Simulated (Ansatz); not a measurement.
**C2H2FN: one species, many methods**

Aim: compute C2H2FN with functionals from several rungs and with coupled cluster, and see how far each lands from CCSD(T) at the basis-set limit for the atomisation energy.

Computed with Ansatz 0.2.0, Gaussian basis. Level: functionals in def2-TZVPP, the program's frozen cores in correlated methods.

The runs, in order: LDA (SPW92), PBE-D4, revPBE-D4, BLYP-D4, r2SCAN-D4, B97M-V, PBE0-D4, B3LYP-D4, r2SCANh-D4, r2SCAN0-D4, HSE06-D4, BHLYP-D4, CAM-B3LYP-D4, LC-ωPBE, ωB97X-V, ωB97M-V, B2PLYP, PBE-QIDH; CCSD(T)/def2-SVP; CCSD(T)/def2-TZVPP; MP2/def2-QZVPP; extrapolation to the limit; RPA on PBE.

**1. The geometry**

An earlier PBE0-D4 in a triple-zeta def2 set relaxation fixed the geometry.

SMILES `N#CCF`, 6 atoms, charge 0, spin multiplicity 1.

Atoms are counted from 1 here; the program's logs count them from 0.

Bond lengths: N1–C2 1.148 Å, C2–C3 1.461 Å, C3–F4 1.369 Å, C3–H5 1.094 Å, C3–H6 1.094 Å. Angles: N1–C2–C3 178.6°, C2–C3–F4 110.8°, C2–C3–H5 109.3°, C2–C3–H6 109.3°, F4–C3–H5 109.1°, F4–C3–H6 109.1°, H5–C3–H6 109.3°.

As a file:

```
N    -1.5299   -1.4379    0.3781
C    -0.7053   -0.6654    0.1739
C     0.3266    0.3406   -0.0651
F     1.2997   -0.1500   -0.8932
H     0.7787    0.6277    0.8884
H    -0.1277    1.2209   -0.5283
```

**2. LDA**

This LDA is Slater exchange with PW92 correlation.

The input, in.yaml:

```yaml
crystal:
  periodic: [false, false, false]
  atoms:
    - {symbol: N, position_ang: [-1.529907, -1.437908, 0.378058]}
    - {symbol: C, position_ang: [-0.705263, -0.665431, 0.173867]}
    - {symbol: C, position_ang: [0.326607, 0.340628, -0.065109]}
    - {symbol: F, position_ang: [1.299677, -0.149955, -0.893177]}
    - {symbol: H, position_ang: [0.778731, 0.627718, 0.888362]}
    - {symbol: H, position_ang: [-0.127744, 1.220949, -0.528300]}
basis:
  gaussian: {orbitals: def2-TZVPP}
hamiltonian: {xc: lda}
output: {orbitals: {seedname: orbitals}}
```

Further steps of the session: PBE-D4 (GGA); revPBE-D4 (GGA); BLYP-D4 (GGA); r2SCAN-D4 (meta-GGA); B97M-V (meta-GGA); PBE0-D4 (hybrid); B3LYP-D4 (hybrid); r2SCANh-D4 (hybrid); r2SCAN0-D4 (hybrid); HSE06-D4 (hybrid); BHLYP-D4 (hybrid); CAM-B3LYP-D4 (range-separated); LC-ωPBE-D4 (range-separated); ωB97X-V (range-separated); ωB97M-V (range-separated); B2PLYP (double hybrid); PBE-QIDH (double hybrid); CCSD(T) in def2-SVP; CCSD(T) in def2-TZVPP; MP2 in def2-QZVPP; RPA on PBE orbitals.

Before running them: what should the planned runs give, taken together? Wanted: atomisation energy, CCSD(T)/CBS; farthest beyond LDA; mean size of error, GGA; mean size of error, meta-GGA; mean size of error, hybrid; mean size of error, range-separated; mean size of error, double hybrid; gap, smallest and largest; T1 diagnostic.

As calculated:

| quantity | value |
| --- | --- |
| atomisation energy, CCSD(T)/CBS | 612.5 kcal/mol |
| functionals within 3.1 kcal/mol (0.5 %) | r2SCAN-D4, B97M-V, ωB97X-V, B2PLYP |
| farthest beyond LDA | PBE-D4 (+30.1 kcal/mol) |
| mean size of error, GGA | 17.1 kcal/mol |
| mean size of error, meta-GGA | 0.3 kcal/mol |
| mean size of error, hybrid | 11.6 kcal/mol |
| mean size of error, range-separated | 3.9 kcal/mol |
| mean size of error, double hybrid | 2.1 kcal/mol |
| gap, smallest and largest | 6.66 eV (LDA (SPW92)), 14.68 eV (LC-ωPBE) |
| T1 diagnostic | 0.0126 |
| triples share of the correlation energy | 4.0 % |

What this shows: The LDA atomisation energy is off by 109.9 kcal/mol (18 %): it overbinds. PBE-D4 is off by +30.1 kcal/mol. Double hybrids carry the basis error of their MP2 part in triple zeta, and no dispersion term here, so their miss is partly the set-up's. The rungs meta-GGA, double hybrid miss on average by less than the doubt on the reference (3.1 kcal/mol), so they tie; GGA functionals have the largest mean beyond LDA (17.1 kcal/mol). Misses under about 3.1 kcal/mol are within the doubt on the reference itself, which lacks core-valence correlation, relativity and higher excitations. Hartree-Fock recovers 68 % of the binding; the rest is correlation. CCSD(T) in def2-SVP is off by -30.6 kcal/mol, which most functionals beat. Orbital gaps span 6.7 to 14.7 eV; exact exchange widens them.
